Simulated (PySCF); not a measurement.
Molecule: 5-fluoropent-1-ene (SMILES C=CCCCF).

Geometry (Å), atoms numbered from 1 in this order:
```xyz
15

C     2.663   -0.227   -0.031
C     1.442   -0.453    0.457
C     0.232    0.385    0.196
C    -0.900   -0.393   -0.471
C    -2.167    0.416   -0.610
F    -2.629    0.794    0.630
H     2.867    0.631   -0.679
H     3.503   -0.886    0.203
H     1.285   -1.329    1.101
H     0.505    1.255   -0.424
H    -0.152    0.786    1.150
H    -0.590   -0.737   -1.472
H    -1.125   -1.301    0.115
H    -2.958   -0.169   -1.111
H    -1.989    1.333   -1.201
```

Geometry PBE0-D3(BJ)/def2-SVP throughout; GIAO in PySCF, gas phase, one conformer, non-relativistic; equivalent atoms averaged; basis pcSseg-1.

(1) How do the shifts δ (against TMS at the same level) depend on the functional? (a selection of nuclei; ppm; last column core-seconds on shared hosts with different chips, so compare them loosely; the GGAs took longer than the global hybrids here, which isn't the general rule, and the cause wasn't traced)

(2) Which nucleus among those listed moves most, in ppm?

Results:

(1) 
```tsv
functional	kind	C2	C1	C5	C4	H7	H8	H14/H15	H10/H11	H12/H13	core-s
HF	Hartree–Fock	148.0	122.5	75.3	31.5	5.38	5.22	4.17	2.03	1.30	4.9
LDA	LDA	154.3	126.6	89.7	36.7	5.47	5.31	4.75	2.25	1.53	14
PBE	GGA	147.5	120.4	87.0	36.6	5.33	5.20	4.63	2.20	1.48	17
BLYP	GGA	148.4	119.4	88.3	38.1	5.21	5.06	4.63	2.19	1.48	17
BP86	GGA	147.3	120.3	87.0	36.4	5.33	5.20	4.62	2.21	1.48	17
OPBE	GGA	140.5	116.0	82.9	34.1	5.36	5.30	4.54	2.21	1.48	17
KT2	GGA	138.4	113.1	84.4	36.1	5.19	5.05	4.58	2.17	1.47	22
KT3	GGA	136.3	111.0	83.1	35.9	5.13	5.02	4.51	2.16	1.46	22
B97-D	GGA	142.6	115.9	85.5	36.2	5.22	5.10	4.59	2.20	1.49	20
B3LYP	global hybrid	149.5	121.8	85.5	36.3	5.27	5.13	4.49	2.15	1.44	13
PBE0	global hybrid	148.5	122.8	83.6	34.5	5.39	5.27	4.45	2.15	1.42	13
mPW1PW91	global hybrid	148.3	122.8	83.6	34.4	5.37	5.26	4.44	2.15	1.42	13
WP04	global hybrid	146.2	121.2	86.0	35.2	5.05	4.98	4.30	2.10	1.40	10
B97-2	global hybrid	145.0	119.6	83.0	34.5	5.32	5.21	4.44	2.15	1.43	10
BHandHLYP	global hybrid	150.0	123.5	81.7	34.4	5.33	5.18	4.34	2.10	1.38	9.5
CAM-B3LYP	range-separated hybrid	151.8	124.8	85.0	35.3	5.35	5.20	4.47	2.12	1.42	13
wB97X-D	range-separated hybrid	148.9	123.7	83.6	34.1	5.40	5.27	4.41	2.11	1.40	12
LC-wPBE	range-separated hybrid	152.0	128.0	83.4	32.4	5.51	5.40	4.41	2.08	1.38	17
```

(2) C2 (alkene CH): from 136.3 ppm with KT3 to 154.3 ppm with LDA. The smallest spread is 0.22 ppm, at H10/H11. Proton shifts span only some 12 ppm, so a few tenths of a ppm matter as much there as several ppm in carbon.
